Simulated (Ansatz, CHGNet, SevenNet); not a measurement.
# Elastic constant C44 of B20 (FeSi-type) FeSi: levels of theory against measurement

Reference value: 125 GPa (measured, temperature not stated, no zero-point or thermal correction; as tabulated in S\"ule et al. (2014), arXiv:1401.1310).

```json
[
 {"level (code)": "CHGNet 0.3.0 (CHGNet)", "value (GPa)": "37.3", "cell (Å³/atom)": "10.95", "difference (%)": "-70"},
 {"level (code)": "CHGNet-r²SCAN (CHGNet)", "value (GPa)": "7.9", "cell (Å³/atom)": "10.63", "difference (%)": "-94"},
 {"level (code)": "SevenNet-l3i5 (SevenNet)", "value (GPa)": "88.7", "cell (Å³/atom)": "11.01", "difference (%)": "-29"},
 {"level (code)": "LDA (Ansatz)", "value (GPa)": "171", "cell (Å³/atom)": "10.42", "difference (%)": "+37"},
 {"level (code)": "PBE (Ansatz)", "value (GPa)": "155", "cell (Å³/atom)": "11.00", "difference (%)": "+24"},
 {"level (code)": "PBEsol (Ansatz)", "value (GPa)": "166", "cell (Å³/atom)": "10.67", "difference (%)": "+33"}
]
```

The reference's temperature isn't stated, so close values are not ranked against it. Off by more than 25 % (a bound picked here): CHGNet 0.3.0 (-70 %), CHGNet-r²SCAN (-94 %), SevenNet-l3i5 (-29 %), LDA (+37 %), PBEsol (+33 %).

The reference has no zero-point or thermal correction, while the calculations are for a static lattice, so the differences are not the levels' errors alone. A static lattice is as a rule stiffer than a warm one, by over a tenth in soft solids. The crystal itself was run without spin with LDA, PBE, PBEsol. Each level is taken at its own relaxed cell. Ansatz's density-functional and Hartree–Fock values are scalar-relativistic unless marked +SOC, with PAW data made under PBE.

Machine-learned potentials (CHGNet 0.3.0, CHGNet-r²SCAN, SevenNet-l3i5) are trained on DFT data, which may include these solids.

Differences are worked out from the printed values.

Ansatz is a program for electronic structure.
